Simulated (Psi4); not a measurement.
# BCl (SMILES [B]Cl) at M06-L/aug-cc-pVDZ (density fitting with cc-pvqz-jkfit, sweep point 5)

Aim: the vertical ionisation energy of BCl at M06-L/aug-cc-pVDZ (density fitting with cc-pvqz-jkfit, sweep point 5), from 2 runs. The job is set up through a Python script.

Program for the calculation: Psi4 1.11.

## (1) The system as given

BCl: 2 atoms, total charge 0, spin state singlet. As SMILES, `[B]Cl`. Geometry: relaxed at PBE0-D4/def2-TZVP.

Bond lengths: B1–Cl2 1.718 Å.

## (2) A single-point energy at M06-L/aug-cc-pVDZ (density fitting with cc-pvqz-jkfit, sweep point 5)

File run.py:

```python
import psi4

psi4.set_memory(1600000000)
psi4.set_num_threads(1)
psi4.set_output_file('bcl.out', False)

molecule = psi4.geometry("""
B      0.000000     0.000000    -0.069660
Cl     0.000000     0.000000     1.648190
symmetry c1
""")

options = {'basis': 'aug-cc-pVDZ', 'puream': True, 'scf_type': 'df', 'dft_radial_points': 99, 'dft_spherical_points': 590, 'df_basis_scf': 'cc-pvqz-jkfit'}
psi4.set_options(options)

e = psi4.energy("M06-L")
print('E =', round(e, 9))
```

Started as:

```bash
$ python run.py
```

bcl.out:

```text
[...]
  Running in c1 symmetry.
[...]
  Nuclear repulsion =   26.183929276100940
[...]
  Multiplicity = 1
[...]
  Nalpha       = 11
  Nbeta        = 11
[...]
    Number of basis functions: 50
[...]
   @DF-RKS iter   1:  -484.93751149249124   -2.19816e-01   4.94145e-03 DIIS/ADIIS
[...]
   @DF-RKS iter   7:  -484.98303418154222   -3.49312e-08   3.69336e-07 DIIS
[...]
    Orbital Energies [Eh]
    ---------------------
    Doubly Occupied:
       1A   -101.241541     2A     -9.465810     3A     -7.169221
       4A     -7.165055     5A     -7.165055     6A     -6.753656
       7A     -0.859050     8A     -0.484660     9A     -0.369795
      10A     -0.369795    11A     -0.239631
[...]
  @DF-RKS Final Energy:  -484.98303418154222
   => Energetics <=
    Nuclear Repulsion Energy =             26.1839292761009403
    One-Electron Energy =                -719.4354161537005439
    Two-Electron Energy =                 240.4736442689164733
    DFT Exchange-Correlation Energy =     -32.2051915728590856
    Empirical Dispersion Energy =           0.0000000000000000
    VV10 Nonlocal Energy =                  0.0000000000000000
    Total Energy =                       -484.9830341815422230
[...]
 Multipole Moments:
 ------------------------------------------------------------------------------------
     Multipole            Electronic (a.u.)      Nuclear  (a.u.)        Total (a.u.)
 ------------------------------------------------------------------------------------
 L = 1.  Multiply by 2.5417464519 to convert [e a0] to [Debye]
 Dipole X            :          0.0000000            0.0000000            0.0000000
 Dipole Y            :         -0.0000000            0.0000000           -0.0000000
 Dipole Z            :         -0.2442104            0.8694190            0.6252086
 Magnitude           :                                                    0.6252086
[...]
```

Standard output:

```text
E = -484.983034182
```

It took 6.9 s on 1 thread of Intel Xeon Platinum 8488C (Sapphire Rapids), shared host; peak memory 0.65 GiB.

## (3) The doublet cation, same level

File calc.py:

```python
import psi4

psi4.set_memory(1600000000)
psi4.set_num_threads(1)
psi4.set_output_file('bcl.out', False)

m = psi4.geometry("""
1 2
B      0.000000     0.000000    -0.069660
Cl     0.000000     0.000000     1.648190
symmetry c1
""")

psi4.set_options({
    'reference': 'uks',
    'puream': True,
    'scf_type': 'df',
    'dft_radial_points': 99,
    'dft_spherical_points': 590,
    'df_basis_scf': 'cc-pvqz-jkfit',
    'maxiter': 100,
})

result, w = psi4.energy("m06-l/aug-cc-pVDZ", molecule=m, return_wfn=True)
print(f'm06-l/aug-cc-pVDZ energy: {result:.10f} Eh')
```

Started as:

```bash
$ python calc.py
```

bcl.out:

```text
[...]
  Running in c1 symmetry.
[...]
  Nuclear repulsion =   26.183929276100940
[...]
  Multiplicity = 2
[...]
  Nalpha       = 11
  Nbeta        = 10
[...]
    Number of basis functions: 50
[...]
   @DF-UKS iter   1:  -484.60437809552059    1.13317e-01   2.84703e-03 DIIS/ADIIS
[...]
   @DF-UKS iter  10:  -484.62017182323279   -4.35568e-09   2.20469e-07 DIIS
[...]
   @S^2 Observed:                7.590191607E-01
[...]
    Orbital Energies [Eh]
    ---------------------
    Alpha Occupied:
       1A   -101.544489     2A     -9.762023     3A     -7.469437
       4A     -7.460262     5A     -7.460262     6A     -7.144040
       7A     -1.138994     8A     -0.774678     9A     -0.638031
      10A     -0.638031    11A     -0.606522
    Alpha Virtual:
      12A     -0.413642    13A     -0.413642    14A     -0.206667
      15A     -0.154782    16A     -0.116073    17A     -0.114708
      18A     -0.114708    19A     -0.078827    20A     -0.047362
      21A     -0.047360    22A     -0.043894    23A     -0.043894
      24A      0.002281    25A      0.014943    26A      0.014943
[...]
  @DF-UKS Final Energy:  -484.62017182323279
   => Energetics <=
    Nuclear Repulsion Energy =             26.1839292761009403
    One-Electron Energy =                -712.8381696058429497
    Two-Electron Energy =                 233.9555355165956883
    DFT Exchange-Correlation Energy =     -31.9214670100864346
    Empirical Dispersion Energy =           0.0000000000000000
    VV10 Nonlocal Energy =                  0.0000000000000000
    Total Energy =                       -484.6201718232327948
[...]
 Multipole Moments:
 ------------------------------------------------------------------------------------
     Multipole            Electronic (a.u.)      Nuclear  (a.u.)        Total (a.u.)
 ------------------------------------------------------------------------------------
 L = 1.  Multiply by 2.5417464519 to convert [e a0] to [Debye]
 Dipole X            :          0.0000000            0.0000000            0.0000000
 Dipole Y            :         -0.0000000            0.0000000           -0.0000000
 Dipole Z            :         -2.1971780            0.8694190           -1.3277590
 Magnitude           :                                                    1.3277590
[...]
```

Standard output:

```text
m06-l/aug-cc-pVDZ energy: -484.6201718232 Eh
```

It took 8.7 s on 1 thread of Intel Xeon Platinum 8488C (Sapphire Rapids), shared host; peak memory 0.65 GiB.

## (4) Results

At M06-L/aug-cc-pVDZ (density fitting with cc-pvqz-jkfit, sweep point 5):

| quantity | value |
| --- | --- |
| singlet BCl: total energy | -484.98303 Eh |
| singlet BCl: dipole moment | 1.59 D |
| singlet BCl: HOMO energy | -6.52 eV |
| singlet BCl: LUMO energy | -2.59 eV |
| singlet BCl: HOMO–LUMO gap | 3.93 eV |
| doublet cation: total energy | -484.62017 Eh |
| doublet cation: HOMO energy (highest over α and β) | -16.50 eV |
| doublet cation: LUMO energy (lowest over α and β) | -15.04 eV |
| doublet cation: ⟨S²⟩ | 0.759 |
| vertical ionisation energy (to the doublet cation) | 9.874 eV |

In words: Removing an electron at fixed nuclei costs 9.87 eV (953 kJ/mol). The negative HOMO energy of the first species, 6.52 eV, lies 3.35 eV below that difference.
